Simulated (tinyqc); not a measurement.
UKS/LDA (PW92) in the sto-3g basis, for NH, spin multiplicity 3, step by step. One step of it, computed by the program tinyqc.

Problem. Iteration 2: building the Kohn-Sham matrix. J_ij = sum D_kl (ij|kl) with D = D(alpha) + D(beta); F = H + J + V_xc; E = tr D H + tr D J / 2 + E_xc + E_nn.

D(alpha) after iteration 1, lower triangle:
```
            1N 1s      1N 2s     1N 2px     1N 2py    1N 2pz     2H 1s
1N 1s    1.058643
1N 2s   -0.250282   1.071183
1N 2px  -0.000093   0.000651   0.999998
1N 2py  -0.000302   0.002124  -0.000007   0.999978
1N 2pz   0.002343  -0.014456   0.000686   0.002239  0.958912
2H 1s    0.001620  -0.016825  -0.001685  -0.005497  0.052319  0.003134
```

D(beta) after iteration 1, lower triangle:
```
            1N 1s      1N 2s    1N 2px    1N 2py    1N 2pz     2H 1s
1N 1s    1.057957
1N 2s   -0.247039   1.056154
1N 2px  -0.003850   0.012516  0.238103
1N 2py  -0.012105   0.045796  0.251264  0.266158
1N 2pz   0.015803  -0.067174  0.333841  0.349677  0.474877
2H 1s   -0.001020  -0.006035  0.023881  0.024977  0.034066  0.002451
```

core Hamiltonian H = T + V (hartree), lower triangle:
```
             1N 1s      1N 2s     1N 2px     1N 2py     1N 2pz      2H 1s
1N 1s   -24.635824
1N 2s    -5.664924  -6.694590
1N 2px    0.000000   0.000000  -5.317169
1N 2py    0.000000   0.000000   0.000000  -5.317169
1N 2pz   -0.011247  -0.137299   0.000000   0.000000  -5.406389
2H 1s    -0.910503  -2.143701   0.000000   0.000000  -1.759608  -3.508042
```

Two-electron integrals (ij|kl) in chemists' order, unique and non-zero (hartree):
```
(11|11) 4.166630   (21|11) 0.640849   (21|21) 0.117461   (22|11) 0.969864
(22|21) 0.220936   (22|22) 0.708245   (31|31) 0.020960   (32|31) 0.032452
(32|32) 0.156449   (33|11) 0.967124   (33|21) 0.220977   (33|22) 0.708086
(33|33) 0.762805   (41|41) 0.020960   (42|41) 0.032452   (42|42) 0.156449
(43|43) 0.041119   (44|11) 0.967124   (44|21) 0.220977   (44|22) 0.708086
(44|33) 0.680568   (44|44) 0.762805   (51|51) 0.020960   (52|51) 0.032452
(52|52) 0.156449   (53|53) 0.041119   (54|54) 0.041119   (55|11) 0.967124
(55|21) 0.220977   (55|22) 0.708086   (55|33) 0.680568   (55|44) 0.680568
(55|55) 0.762805   (61|11) 0.102998   (61|21) 0.018749   (61|22) 0.035139
(61|33) 0.035050   (61|44) 0.035050   (61|51) 0.000966   (61|52) 0.001830
(61|55) 0.035321   (61|61) 0.003041   (62|11) 0.272133   (62|21) 0.062852
(62|22) 0.225152   (62|33) 0.220367   (62|44) 0.220367   (62|51) 0.005256
(62|52) 0.041415   (62|55) 0.234500   (62|61) 0.010331   (62|62) 0.094222
(63|31) 0.006144   (63|32) 0.036440   (63|53) 0.008155   (63|63) 0.011888
(64|41) 0.006144   (64|42) 0.036440   (64|54) 0.008155   (64|64) 0.011888
(65|11) 0.223160   (65|21) 0.052157   (65|22) 0.198878   (65|33) 0.189478
(65|44) 0.189478   (65|51) 0.009924   (65|52) 0.070406   (65|55) 0.217452
(65|61) 0.008918   (65|62) 0.099923   (65|65) 0.116223   (66|11) 0.434188
(66|21) 0.101858   (66|22) 0.418574   (66|33) 0.399496   (66|44) 0.399496
(66|51) 0.010199   (66|52) 0.111629   (66|55) 0.456169   (66|61) 0.016883
(66|62) 0.228244   (66|65) 0.270754   (66|66) 0.774606
```

nuclear repulsion = 3.08429682 hartree

V_xc(alpha) (hartree), lower triangle:
```
            1N 1s      1N 2s     1N 2px     1N 2py     1N 2pz      2H 1s
1N 1s   -2.562965
1N 2s   -0.369767  -0.718403
1N 2px  -0.000035  -0.000331  -0.713623
1N 2py  -0.000105  -0.000935  -0.002202  -0.713857
1N 2pz   0.000166   0.000441  -0.003010  -0.003211  -0.715197
2H 1s   -0.059736  -0.204685  -0.000799  -0.000973  -0.170317  -0.293376
```

V_xc(beta) (hartree), lower triangle:
```
            1N 1s      1N 2s     1N 2px     1N 2py     1N 2pz      2H 1s
1N 1s   -2.533359
1N 2s   -0.348012  -0.610174
1N 2px  -0.000374  -0.002922  -0.598022
1N 2py  -0.001094  -0.008223  -0.020618  -0.600211
1N 2pz   0.001280   0.008420  -0.027855  -0.029276  -0.618930
2H 1s   -0.056310  -0.175254  -0.005857  -0.007261  -0.146933  -0.262394
```

E_xc = sum of w rho eps_xc = -7.00690978 hartree

Give: Coulomb J; F(alpha); F(beta); total energy of this density.

Solution.

Coulomb J (hartree), lower triangle:
```
         1N 1s   1N 2s  1N 2px  1N 2py  1N 2pz  2H 1s
1N 1s   14.082
1N 2s    2.587   6.155
1N 2px   0.001   0.005   6.140
1N 2py   0.003   0.016   0.021   6.143
1N 2pz  -0.003  -0.013   0.028   0.029   6.161
2H 1s    0.413   1.888   0.007   0.010   1.636  3.385
```

F(alpha) (hartree), lower triangle:
```
          1N 1s   1N 2s  1N 2px  1N 2py  1N 2pz   2H 1s
1N 1s   -13.117
1N 2s    -3.448  -1.258
1N 2px    0.001   0.005   0.110
1N 2py    0.003   0.015   0.018   0.112
1N 2pz   -0.014  -0.150   0.025   0.026   0.039
2H 1s    -0.557  -0.460   0.006   0.009  -0.294  -0.416
```

F(beta) (hartree), lower triangle:
```
          1N 1s   1N 2s  1N 2px  1N 2py  1N 2pz   2H 1s
1N 1s   -13.087
1N 2s    -3.426  -1.150
1N 2px    0.001   0.003   0.225
1N 2py    0.002   0.007   0.000   0.225
1N 2pz   -0.013  -0.142   0.000   0.000   0.136
2H 1s    -0.553  -0.431   0.001   0.002  -0.271  -0.385
```

total energy of this density = -53.54078 hartree
